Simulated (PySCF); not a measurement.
Vertical excitations of a molecule C₄H₅N from TDDFT-B3LYP/def2-SVPD in PySCF, as energy in eV (oscillator strength): 5.46 (0.000), 6.31 (0.002), 6.41 (0.163), 6.46 (0.000), 6.48 (0.034), 6.49 (0.001), 7.10 (0.000), 7.14 (0.015), 7.31 (0.026), 7.39 (0.000). Lowest triplet (TDA): 4.31 eV. Coordinates come from a B3LYP-D3(BJ)/def2-SVP optimisation. One conformer was computed; it need not be the lowest.

Problem. Identify the compound among the candidates.
(A) N#CC1CC1
(B) C#C/C=N/C
(C) c1cc[nH]c1
(D) C/C=C/C#N

Solution. C, c1cc[nH]c1
